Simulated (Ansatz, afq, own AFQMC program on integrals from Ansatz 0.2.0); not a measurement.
# AlHO (singlet): AFQMC on the coupled-cluster ladder at distance Al1–O2 = 2.298 Å, cc-pVDZ

How near does AFQMC come to the top of the ladder for AlHO (singlet)?

Method: cc-pVDZ, frozen cores; program: Ansatz 0.2.0, Gaussian basis, and an in-house AFQMC program (afq) on its integrals; all values are calculated.

Plan: PBE (unrestricted); r2SCAN (unrestricted); PBE0 (unrestricted); B3LYP (unrestricted); wB97M-V (unrestricted); B2PLYP (unrestricted); CCSD(T) on RHF; CCSDT(Q) on RHF; Phaseless AFQMC, CISD trial on RHF; Phaseless AFQMC, CISD trial on RHF; UHF.

4 further runs of the same task are left out: 4 that didn't finish.

## (1) The system

The geometry derives from a PBE0/def2-TZVP stationary point (not a proven minimum). One bond is set to the value named and the two fragments are kept rigid.

3 atoms, charge 0, spin multiplicity 1.

Atoms are counted from 1 here; the program's logs count them from 0.

Bond lengths: O2–H3 0.950 Å.

As a file:

```xyz
3
AlHO
Al    0.0000    0.0000    1.8487
O     0.0000    0.0000   -0.4493
H     0.0000    0.0000   -1.3994
```

## (2) PBE (unrestricted)

in.yaml reads:

```yaml
crystal:
  periodic: [false, false, false]
  atoms:
    - {symbol: Al, position_ang: [0.000000, 0.000000, 1.848679]}
    - {symbol: O, position_ang: [0.000000, 0.000000, -0.449321]}
    - {symbol: H, position_ang: [0.000000, 0.000000, -1.399357]}
basis:
  gaussian: {orbitals: cc-pVDZ}
magnetization: {spin_polarized: true, initial_magnetization: 0}
hamiltonian: {xc: {name: PBE}}
output: {orbitals: {seedname: orbitals}}
```

Command:

```
ansatz run in.yaml --threads 1 --pin off --events-out ev --progress --plain --max-ram 1382MiB
```

Output:

```text
Functional definition: PBE
  name "PBE"
  cite "Perdew, Burke & Ernzerhof, Phys. Rev. Lett. 77, 3865 (1996) doi:10.1103/PhysRevLett.77.3865"
  parent pbe
  parameter kappa = 0.804
  parameter beta = 0.06672455060314922
  exchange = pbe_x(kappa = kappa, mu = beta*pi^2/3)
  correlation = pbe_c(beta = beta)
446 factors; their error is unknown
mean field evaluation 1: about -8644.5974 eV, gradient 4.6e1 eV
mean field evaluation 2: about -8435.5474 eV, gradient 1.3e2 eV
mean field evaluation 4: about -8619.0773 eV, gradient 8.3e1 eV
mean field evaluation 8: about -8653.4254 eV, gradient 2.5e-1 eV
mean field evaluation 16: about -8653.3961 eV, gradient 3.5e-5 eV
mean field -8653.39614573 eV, -318.0064428730 hartree, gradient 3.5e-5 eV, S^2 0.000000; 0 other end points of the search recorded, 0 dependent functions left out
reference -8653.39617406 eV, -318.0064439142 hartree; 11, 11 occupied and 26, 26 virtual orbitals, 446 factors
Total energy: -8653.39617406 eV, -318.0064439142 hartree
```

Run time: 1 s. Hardware: 1 thread of Arm Neoverse V2, shared host.

From the report: ⟨S²⟩ of the determinant 0.000 (pure singlet: 0.00).

## (3) r2SCAN (unrestricted)

in.yaml, as its differences from that of step 2:

```diff
@@ -9,3 +9,2 @@
 magnetization: {spin_polarized: true, initial_magnetization: 0}
-hamiltonian: {xc: {name: PBE}}
-output: {orbitals: {seedname: orbitals}}
+hamiltonian: {xc: {name: r2SCAN}}
```

The command is unchanged.

Output:

```text
Functional definition: r2SCAN
  name "r2SCAN"
  cite "Furness, Kaplan, Ning, Perdew & Sun, J. Phys. Chem. Lett. 11, 8208 (2020) doi:10.1021/acs.jpclett.0c02405"
  cite "Furness, Kaplan, Ning, Perdew & Sun, J. Phys. Chem. Lett. 11, 9248 (2020) doi:10.1021/acs.jpclett.0c03077"
  parent r2scan
  parameter k0 = 0.174
  parameter k1 = 0.065
  parameter a1 = 4.9479
  exchange = r2scan_x(k0 = k0, k1 = k1, a1 = a1)
  correlation = r2scan_c
446 factors; their error is unknown
mean field evaluation 1: about -8649.4361 eV, gradient 4.3e1 eV
mean field evaluation 2: about -8459.1178 eV, gradient 1.3e2 eV
mean field evaluation 4: about -8649.9970 eV, gradient 3.7e1 eV
mean field evaluation 8: about -8657.2815 eV, gradient 1.1e-1 eV
mean field evaluation 16: about -8657.2527 eV, gradient 3.7e-5 eV
mean field -8657.25265589 eV, -318.1481670075 hartree, gradient 3.7e-5 eV, S^2 0.000000; 0 other end points of the search recorded, 0 dependent functions left out
reference -8657.25266834 eV, -318.1481674648 hartree; 11, 11 occupied and 26, 26 virtual orbitals, 446 factors
Total energy: -8657.25266834 eV, -318.1481674648 hartree
```

Wall time 1.5 s (1 thread of Arm Neoverse V2, shared host).

From the report: ⟨S²⟩ of the determinant 0.000 (pure singlet: 0.00).

## (4) PBE0 (unrestricted)

in.yaml, as its differences from that of step 3:

```diff
@@ -9,2 +9,3 @@
 magnetization: {spin_polarized: true, initial_magnetization: 0}
-hamiltonian: {xc: {name: r2SCAN}}
+hamiltonian: {xc: {name: PBE0}}
+output: {orbitals: {seedname: orbitals}}
```

Same command.

Output:

```text
Functional definition: PBE0
  name "PBE0"
  cite "Adamo & Barone, J. Chem. Phys. 110, 6158 (1999) doi:10.1063/1.478522"
  cite "Perdew, Burke & Ernzerhof, Phys. Rev. Lett. 77, 3865 (1996) doi:10.1103/PhysRevLett.77.3865"
  parent pbe
  parameter a = 0.25
  parameter kappa = 0.804
  parameter beta = 0.06672455060314922
  exchange = (1 - a)*pbe_x(kappa = kappa, mu = beta*pi^2/3) + a*exact_x
  correlation = pbe_c(beta = beta)
357 factors; integrals over basis functions are off by at most 9.8e-4 eV
mean field evaluation 1: about -8646.6996 eV, gradient 4.1e1 eV
mean field evaluation 2: about -8490.7876 eV, gradient 1.3e2 eV
mean field evaluation 4: about -8653.5613 eV, gradient 4.7e0 eV
mean field evaluation 8: about -8653.7565 eV, gradient 3.0e-2 eV
mean field evaluation 16: about -8653.7565 eV, gradient 1.1e-5 eV
mean field -8653.75650168 eV, -318.0196857100 hartree, gradient 1.1e-5 eV, S^2 0.000000; 0 other end points of the search recorded, 0 dependent functions left out
reference -8653.75652292 eV, -318.0196864904 hartree; 11, 11 occupied and 26, 26 virtual orbitals, 357 factors
Total energy: -8653.75652292 eV, -318.0196864904 hartree
```

Run time: 0.72 s. Hardware: 1 thread of Arm Neoverse V2, shared host.

From the report: ⟨S²⟩ of the determinant 0.000 (pure singlet: 0.00).

## (5) B3LYP (unrestricted)

in.yaml, as its differences from that of step 4:

```diff
@@ -9,3 +9,2 @@
 magnetization: {spin_polarized: true, initial_magnetization: 0}
-hamiltonian: {xc: {name: PBE0}}
-output: {orbitals: {seedname: orbitals}}
+hamiltonian: {xc: {name: B3LYP}}
```

Same command.

Output (excerpt; [...] marks lines left out):

```text
Functional definition: B3LYP
  name "B3LYP"
  cite "Stephens, Devlin, Chabalowski & Frisch, J. Phys. Chem. 98, 11623 (1994) doi:10.1021/j100096a001"
  cite "Becke, Phys. Rev. A 38, 3098 (1988) doi:10.1103/PhysRevA.38.3098"
  cite "Lee, Yang & Parr, Phys. Rev. B 37, 785 (1988) doi:10.1103/PhysRevB.37.785"
  cite "Vosko, Wilk & Nusair, Can. J. Phys. 58, 1200 (1980) doi:10.1139/p80-159"
[...]
357 factors; integrals over basis functions are off by at most 9.8e-4 eV
[...]
mean field -8659.79094955 eV, -318.2414475790 hartree, gradient 1.9e-5 eV, S^2 0.000000; 0 other end points of the search recorded, 0 dependent functions left out
reference -8659.79112764 eV, -318.2414541234 hartree; 11, 11 occupied and 26, 26 virtual orbitals, 357 factors
Total energy: -8659.79112764 eV, -318.2414541234 hartree
```

Run time: 0.78 s. Hardware: 1 thread of Arm Neoverse V2, shared host.

From the report: ⟨S²⟩ of the determinant 0.000 (pure singlet: 0.00).

## (6) wB97M-V (unrestricted)

in.yaml, as its differences from that of step 5:

```diff
@@ -9,2 +9,3 @@
 magnetization: {spin_polarized: true, initial_magnetization: 0}
-hamiltonian: {xc: {name: B3LYP}}
+hamiltonian: {xc: {name: wB97M-V}}
+output: {orbitals: {seedname: orbitals}}
```

Launched as before.

Output (excerpt; [...] marks lines left out):

```text
Functional definition: wB97M-V
  name "wB97M-V"
  cite "Mardirossian & Head-Gordon, J. Chem. Phys. 144, 214110 (2016) doi:10.1063/1.4952647"
  cite "Becke, J. Chem. Phys. 107, 8554 (1997) doi:10.1063/1.475007"
  cite "Vydrov & Van Voorhis, J. Chem. Phys. 133, 244103 (2010) doi:10.1063/1.3521275"
  # Of w^i u^j: cxij and so on, Table III.
[...]
  gx(w, u) = 1 - cx + cx01*u + cx10*w
  gss(w, u) = css00 + css04*u^4 + css10*w + css20*w^2 + css43*w^4*u^3
  gos(w, u) = cos00 + cos10*w + (cos20 + cos21*u)*w^2 + (cos60 + cos61*u)*w^6
[...]
      + integral(e_c_pw_mod_opposite_spin*gos(b97_w_opposite, b97_u_opposite)) + vv10(b, c)
357 factors; integrals over basis functions are off by at most 9.8e-4 eV
111 factors; integrals over basis functions are off by at most 2.4e-5 eV
[...]
mean field -8658.25892176 eV, -318.1851465959 hartree, gradient 7.9e-6 eV, S^2 0.000000; 0 other end points of the search recorded, 0 dependent functions left out
reference -8658.25895559 eV, -318.1851478393 hartree; 11, 11 occupied and 26, 26 virtual orbitals, 357 factors
Total energy: -8658.25895559 eV, -318.1851478393 hartree
```

Run time: 3 s. Hardware: 1 thread of Arm Neoverse V2, shared host.

From the report: ⟨S²⟩ of the determinant 0.000 (pure singlet: 0.00).

## (7) B2PLYP (unrestricted)

in.yaml, as its differences from that of step 6:

```diff
@@ -9,3 +9,3 @@
 magnetization: {spin_polarized: true, initial_magnetization: 0}
-hamiltonian: {xc: {name: wB97M-V}}
-output: {orbitals: {seedname: orbitals}}
+hamiltonian: {xc: {name: B2PLYP}}
+correlation: {electrons: outside_noble_gas}
```

Launched as before.

Output (excerpt; [...] marks lines left out):

```text
Functional definition: B2PLYP
  name "B2PLYP"
  cite "Grimme, J. Chem. Phys. 124, 034108 (2006) doi:10.1063/1.2148954"
  cite "Becke, Phys. Rev. A 38, 3098 (1988) doi:10.1103/PhysRevA.38.3098"
  cite "Lee, Yang & Parr, Phys. Rev. B 37, 785 (1988) doi:10.1103/PhysRevB.37.785"
[...]
357 factors; integrals over basis functions are off by at most 9.8e-4 eV
[...]
mean field -8651.96493414 eV, -317.9538468171 hartree, gradient 1.1e-6 eV, S^2 0.000000; 0 other end points of the search recorded, 0 dependent functions left out
6 core orbitals not correlated: weight in the atoms' cores, before any rotation towards them, 1.000 or more for the frozen orbitals, at most 0.000 for the correlated occupied ones
reference -8651.96504745 eV, -317.9538509811 hartree; 5, 5 occupied and 26, 26 virtual orbitals, 357 factors
second order -8.45414988 eV of doubles, -0.00000000 eV of singles
Total energy: -8654.24766791 eV, -318.0377357361 hartree
```

Run time: 0.93 s. Hardware: 1 thread of Arm Neoverse V2, shared host.

From the report: ⟨S²⟩ of the determinant 0.000 (pure singlet: 0.00).

## (8) CCSD(T) on RHF

in.yaml, as its differences from that of step 7:

```diff
@@ -8,4 +8,3 @@
   gaussian: {orbitals: cc-pVDZ}
-magnetization: {spin_polarized: true, initial_magnetization: 0}
-hamiltonian: {xc: {name: B2PLYP}}
-correlation: {electrons: outside_noble_gas}
+magnetization: {spin_polarized: false}
+correlation: {method: ccsd_t, electrons: outside_noble_gas, hamiltonian_folder: ham}
```

The command is unchanged.

Output (excerpt; [...] marks lines left out):

```text
Functional definition: HF
  name "HF"
  cite "Fock, Z. Phys. 61, 126 (1930) doi:10.1007/BF01340294"
  parent pbe
[...]
357 factors; integrals over basis functions are off by at most 9.8e-4 eV
[...]
mean field -8634.87807299 eV, -317.3259162517 hartree, gradient 9.0e-7 eV, S^2 0.000000; 0 other end points of the search recorded, 0 dependent functions left out
6 core orbitals not correlated: weight in the atoms' cores, before any rotation towards them, 1.000 or more for the frozen orbitals, at most 0.000 for the correlated occupied ones
reference -8634.87807299 eV, -317.3259162517 hartree; 5, 5 occupied and 26, 26 virtual orbitals, 357 factors
second order -6.58915125 eV of doubles, -0.00000000 eV of singles
cycle   1  -6.63063912 eV  change   -4.1e-2 eV  update   1.3e-1
[...]
cycle  12  -7.02483200 eV  change   -2.0e-6 eV  update   3.2e-6
perturbative correction -0.21893680 eV, -0.0080457788 hartree
Total energy: -8642.12184178 eV, -317.5921198449 hartree
```

Wall time 0.24 s (1 thread of Arm Neoverse V2, shared host).

From the report: correlation -7.2438 eV; T1 0.037; largest double amplitude 0.10.

This run also writes the integrals to the folder ham.

## (9) CCSDT(Q) on RHF

in.yaml, as its differences from that of step 8:

```diff
@@ -9,2 +9,2 @@
 magnetization: {spin_polarized: false}
-correlation: {method: ccsd_t, electrons: outside_noble_gas, hamiltonian_folder: ham}
+correlation: {method: ccsdt_q, electrons: outside_noble_gas}
```

Same command.

Output (excerpt; [...] marks lines left out):

```text
Functional definition: HF
  name "HF"
  cite "Fock, Z. Phys. 61, 126 (1930) doi:10.1007/BF01340294"
  parent pbe
[...]
627 factors; integrals over basis functions are off by at most 1.2e-7 eV
[...]
mean field -8634.87811809 eV, -317.3259179093 hartree, gradient 9.1e-7 eV, S^2 0.000000; 0 other end points of the search recorded, 0 dependent functions left out
6 core orbitals not correlated: weight in the atoms' cores, before any rotation towards them, 1.000 or more for the frozen orbitals, at most 0.000 for the correlated occupied ones
reference -8634.87811809 eV, -317.3259179093 hartree; 5, 5 occupied and 26, 26 virtual orbitals, 627 factors
second order -6.58919102 eV of doubles, -0.00000000 eV of singles
cycle   1  -6.63065833 eV  change   -4.1e-2 eV  update   1.4e-1
[...]
cycle  20  -7.26415625 eV  change    3.2e-7 eV  update   5.1e-7
perturbative correction -0.05122442 eV, -0.0018824628 hartree
Total energy: -8642.19349876 eV, -317.5947531903 hartree
```

Wall time 1.9 s (1 thread of Arm Neoverse V2, shared host).

From the report: correlation -7.3154 eV; T1 0.042; largest double amplitude 0.11.

## (10) Phaseless AFQMC, CISD trial on RHF

It reads the integrals that the CCSD(T) run on this determinant wrote.

Command:

```
afq ham --method phaseless --trial cisd --walkers 60 --populations 1 --least-time 40 --time-step 0.005 --steps-per-block 50 --equilibration-blocks 40 --max-blocks 300 --target-error 0.00076 --factor-cut 1e-05 --seed 1948 --release-times 0.24,0.51,0.99,1.62,2.4 --release-step 0.03 --release-every 4 --taylor-order 6
```

Output:

```text
orbitals 31  electrons 5 5  factors 210 of 357
reference energy -317.32591625 Eh
CCSD correlation -0.25815764 Eh in 12 cycles, weight of the determinant in the CISD state 0.8662
energy of the start -317.584074 Eh
 block  time / (1/Eh)  mean weight  energy / Eh
     1     0.250  1.0009  -317.580906
     2     0.500  1.0008  -317.583381
     3     0.750  0.9989  -317.589849
     4     1.000  0.9985  -317.586939
     5     1.250  0.9996  -317.590248
     6     1.500  0.9990  -317.594593
     7     1.750  1.0023  -317.582537
     8     2.000  1.0008  -317.593162
     9     2.250  1.0011  -317.592734
    10     2.500  1.0003  -317.599815
    17     4.250  0.9994  -317.588255
    25     6.250  1.0008  -317.590705
    33     8.250  1.0031  -317.611468
    41    10.250  1.0021  -317.605938
    49    12.250  0.9995  -317.590799
    57    14.250  1.0011  -317.592846
    65    16.250  1.0007  -317.593570
    73    18.250  0.9993  -317.592092
    81    20.250  1.0019  -317.596973
    89    22.250  0.9986  -317.604469
    97    24.250  0.9955  -317.587484
   105    26.250  0.9998  -317.596862
   113    28.250  0.9993  -317.580807
   121    30.250  0.9991  -317.591065
   129    32.250  1.0023  -317.597492
   137    34.250  1.0016  -317.597812
   145    36.250  0.9996  -317.592251
   153    38.250  0.9963  -317.610716
   161    40.250  0.9990  -317.591952
   169    42.250  1.0006  -317.574711
   177    44.250  1.0010  -317.584078
   185    46.250  1.0026  -317.601841
   193    48.250  0.9988  -317.582699
   201    50.250  0.9988  -317.582744
   209    52.250  0.9985  -317.596586
   217    54.250  1.0036  -317.599045
   225    56.250  0.9981  -317.593602
   233    58.250  1.0009  -317.591643
   241    60.250  1.0017  -317.595784
   249    62.250  1.0012  -317.587090
   257    64.250  1.0011  -317.587827
   265    66.250  0.9996  -317.586750
   273    68.250  1.0029  -317.595448
   281    70.250  0.9986  -317.595164
   289    72.250  1.0010  -317.589611
   297    74.250  1.0021  -317.590239
   305    76.250  0.9891  -317.595044
   313    78.250  0.9978  -317.622088
   321    80.250  1.0016  -317.588272
   329    82.250  0.9998  -317.581845
   337    84.250  0.9994  -317.585937
blocks merged  error / Eh  count
     1  0.000576  300
     2  0.000710  150
     4  0.000847  75
     8  0.000969  37
    16  0.000833  18
    32  0.000828  9
released: time / (1/Eh)  energy / Eh  error  mean overlap
  0.24  -317.593461  0.001081  1.0009
  0.51  -317.595706  0.001197  0.9894
  0.99  -317.595081  0.001348  0.9835
  1.62  -317.597033  0.001894  0.9699
  2.40  -317.594550  0.002656  0.9582
energy -317.593317 +/- 0.000969 Eh
```

It took 1.7 min on 1 thread of Arm Neoverse V2, shared host.

Energy -8642.1544 ± 0.0264 eV. Caveats: constraint bias not in the error.

## (11) Phaseless AFQMC, CISD trial on RHF (settings varied)

It reads the integrals that the CCSD(T) run on this determinant wrote.

Command:

```
afq ham --method phaseless --trial cisd --walkers 20 --populations 1 --least-time 40 --time-step 0.005 --steps-per-block 10 --equilibration-blocks 120 --max-blocks 1200 --target-error 0.00152 --factor-cut 1e-05 --seed 4507 --release-times 0.3,0.6,0.9,1.2 --release-step 0.02 --release-every 20 --taylor-order 6
```

Output:

```text
orbitals 31  electrons 5 5  factors 210 of 357
reference energy -317.32591625 Eh
CCSD correlation -0.25815764 Eh in 12 cycles, weight of the determinant in the CISD state 0.8662
energy of the start -317.584074 Eh
 block  time / (1/Eh)  mean weight  energy / Eh
     1     0.050  0.9963  -317.582247
     2     0.100  0.9978  -317.580695
     3     0.150  0.9974  -317.582965
     4     0.200  1.0025  -317.584643
     5     0.250  1.0013  -317.582392
     6     0.300  1.0059  -317.582737
     7     0.350  1.0031  -317.585776
     8     0.400  0.9986  -317.583994
     9     0.450  0.9953  -317.587921
    10     0.500  0.9993  -317.586236
    34     1.700  0.9943  -317.590861
    67     3.350  1.0037  -317.587338
   100     5.000  1.0014  -317.592320
   133     6.650  1.0015  -317.589463
   166     8.300  1.0024  -317.605795
   199     9.950  0.9999  -317.593012
   232    11.600  1.0000  -317.580988
   265    13.250  0.9997  -317.605621
   298    14.900  1.0068  -317.598549
   331    16.550  1.0025  -317.592487
   364    18.200  1.0028  -317.586140
   397    19.850  0.9982  -317.585727
   430    21.500  1.0020  -317.588259
   463    23.150  0.9989  -317.593834
   496    24.800  0.9939  -317.575286
   529    26.450  0.9996  -317.577755
   562    28.100  1.0035  -317.637579
   595    29.750  1.0070  -317.576418
   628    31.400  0.9961  -317.541613
   661    33.050  0.9996  -317.576431
   694    34.700  0.9982  -317.585842
   727    36.350  1.0049  -317.599668
   760    38.000  0.9996  -317.575264
   793    39.650  0.9996  -317.573812
   826    41.300  0.9971  -317.581903
   859    42.950  1.0014  -317.580714
   892    44.600  0.9967  -317.603309
   925    46.250  0.9955  -317.605101
   958    47.900  0.9995  -317.635838
   991    49.550  0.9981  -317.586049
  1024    51.200  0.9977  -317.579759
  1057    52.850  0.9960  -317.580143
  1090    54.500  1.0018  -317.576983
  1123    56.150  1.0041  -317.625093
  1156    57.800  1.0008  -317.599558
  1189    59.450  0.9993  -317.565531
  1222    61.100  0.9992  -317.577154
  1255    62.750  1.0011  -317.598768
  1288    64.400  0.9964  -317.580873
blocks merged  error / Eh  count
     1  0.000554  1200
     2  0.000743  600
     4  0.001007  300
     8  0.001290  150
    16  0.001633  75
    32  0.002067  37
    64  0.002467  18
   128  0.002438  9
released: time / (1/Eh)  energy / Eh  error  mean overlap
  0.30  -317.595325  0.002682  1.0055
  0.60  -317.597407  0.003198  0.9896
  0.90  -317.591915  0.004390  0.9854
  1.20  -317.593598  0.002261  0.9902
energy -317.593716 +/- 0.002467 Eh
```

Run time: 40 s. Hardware: 1 thread of Arm Neoverse V2, shared host.

Energy -8642.1653 ± 0.0671 eV. Caveats: constraint bias not in the error; error above the target.

## (12) UHF

in.yaml, as its differences from that of step 9:

```diff
@@ -8,3 +8,4 @@
   gaussian: {orbitals: cc-pVDZ}
-magnetization: {spin_polarized: false}
-correlation: {method: ccsdt_q, electrons: outside_noble_gas}
+magnetization: {spin_polarized: true, initial_magnetization: 0}
+hamiltonian: {xc: hf}
+output: {orbitals: {seedname: orbitals}}
```

Command:

```
ansatz run in.yaml --threads 1 --pin off --events-out ev --progress --plain --max-ram 1382MiB
```

Output:

```text
Functional definition: HF
  name "HF"
  cite "Fock, Z. Phys. 61, 126 (1930) doi:10.1007/BF01340294"
  parent pbe
  exchange = exact_x
  correlation = 0
357 factors; integrals over basis functions are off by at most 9.8e-4 eV
mean field evaluation 1: about -8630.8373 eV, gradient 3.0e1 eV
mean field evaluation 2: about -8630.8500 eV, gradient 3.0e1 eV
mean field evaluation 4: about -8634.8287 eV, gradient 2.0e0 eV
mean field evaluation 8: about -8634.8776 eV, gradient 1.5e-1 eV
mean field evaluation 16: about -8633.6239 eV, gradient 4.9e0 eV
mean field evaluation 32: about -8623.5628 eV, gradient 8.1e0 eV
mean field evaluation 64: about -8631.6932 eV, gradient 7.1e-1 eV
mean field -8634.87807299 eV, -317.3259162517 hartree, gradient 2.7e-5 eV, S^2 0.000000; 0 other end points of the search recorded, 0 dependent functions left out
reference -8634.87807299 eV, -317.3259162517 hartree; 11, 11 occupied and 26, 26 virtual orbitals, 357 factors
Total energy: -8634.87807299 eV, -317.3259162517 hartree
```

Run time: 0.3 s. Hardware: 1 thread of Arm Neoverse V2, shared host.

From the report: ⟨S²⟩ of the determinant 0.000 (pure singlet: 0.00).

## (13) AFQMC on the ladder

On the RHF determinant, counted from CCSDT(Q) (a yardstick, not exact):

| level | energy (eV) | from CCSDT(Q) (kJ/mol) | statistical error (kJ/mol) | time |
| --- | --- | --- | --- | --- |
| HF | -8634.8781 | +705.8 |  |  |
| MP2 | -8641.4672 | +70.1 |  |  |
| CCSD | -8641.9029 | +28.0 |  |  |
| CCSD(T) | -8642.1218 | +6.9 |  |  |
| CCSDT(Q) | -8642.1935 | 0.0 |  |  |
| Phaseless AFQMC, CISD trial, step 0.005, 60 walkers | -8642.1544 | +3.8 | 2.5 | 1.7 min |
| Phaseless AFQMC, CISD trial, step 0.005, 20 walkers | -8642.1653 | +2.7 | 6.5 | 40 s |

The functionals' totals stand on their own zeros and serve differences with other points: PBE -8653.396 eV; r2SCAN -8657.253 eV; PBE0 -8653.757 eV; B3LYP -8659.791 eV; wB97M-V -8658.259 eV; B2PLYP -8654.248 eV.

## (14) Results

| quantity | value |
| --- | --- |
| CCSD(T) on RHF from CCSDT(Q) | +6.9 kJ/mol |
| Phaseless AFQMC, CISD trial on RHF from CCSDT(Q) | +3.8 ± 2.5 kJ/mol |

What this shows: On RHF the phaseless walk with the CISD trial lies +3.8 kJ/mol from CCSDT(Q), within three error bars. Error bars are statistical and leave out the constraint, the time step and what remains of the start.
